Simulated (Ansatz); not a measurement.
bcc V

The numbers are results of r²SCAN (Ansatz, a program for electronic structure, plane waves, PAW), not measurements.

Run with plane-wave cutoff 500 eV, 18×18×1 k mesh (along the axes of the cell as run), Fermi–Dirac smearing 0.1 eV, scalar-relativistic PAW data made under PBE.

Cell: relaxed at this level.

```
Quantity                             Result
--------------------------------  ---------
surface energy of the (111) face  2.96 J/m²
work function of the (111) face     3.86 eV
```

The slab of 18 atoms is relaxed and unreconstructed.

Static lattice: no zero-point or thermal effects.

The result took roughly 50 core-minutes.
